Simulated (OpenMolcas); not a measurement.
## How methods differ on CH2N2 (SMILES N#CN)

CH2N2 has 5 atoms, charge 0, and is taken as a singlet. SMILES: `N#CN`. The shape is that of a PBE0-D4/def2-TZVP optimisation.

Quantity: the dipole moment, in D. The values are calculated.

**The experiment to reproduce.** NIST CCCBDB gives the dipole moment of the gas as 4.32 D.

```json
{"level": "HF/def2-TZVP", "kind": "Hartree–Fock", "program": "OpenMolcas", "value (D)": "4.81", "computed − measured": "+0.49", "CPU time": "14 s"}
{"level": "BLYP/def2-TZVP", "kind": "GGA", "program": "OpenMolcas", "value (D)": "4.61", "computed − measured": "+0.29", "CPU time": "37 s"}
{"level": "revPBE/def2-TZVP", "kind": "GGA", "program": "OpenMolcas", "value (D)": "4.59", "computed − measured": "+0.27", "CPU time": "38 s"}
{"level": "TPSS/def2-TZVP", "kind": "meta-GGA", "program": "OpenMolcas", "value (D)": "4.62", "computed − measured": "+0.30", "CPU time": "51 s"}
{"level": "r2SCAN/def2-TZVP", "kind": "meta-GGA", "program": "OpenMolcas", "value (D)": "4.72", "computed − measured": "+0.40", "CPU time": "47 s"}
{"level": "B3LYP/def2-TZVP", "kind": "global hybrid", "program": "OpenMolcas", "value (D)": "4.66", "computed − measured": "+0.34", "CPU time": "37 s"}
{"level": "BHLYP/def2-TZVP", "kind": "global hybrid", "program": "OpenMolcas", "value (D)": "4.71", "computed − measured": "+0.39", "CPU time": "34 s"}
{"level": "M06-2X/def2-TZVP", "kind": "hybrid meta-GGA", "program": "OpenMolcas", "value (D)": "4.61", "computed − measured": "+0.29", "CPU time": "45 s"}
```

Nearest: revPBE/def2-TZVP (+0.27 D); farthest: HF/def2-TZVP (+0.49 D). The measured dipole is a vibrational average, so differences of a few hundredths of a debye mean little. Computed less measured by kind, in D (def2-TZVP rows): Hartree–Fock +0.49; GGA +0.27 to +0.29; meta-GGA +0.30 to +0.40; global hybrid +0.29 to +0.39. Times are those of the runs behind each value, whatever else they computed, on shared processors of several kinds: orders of magnitude only.
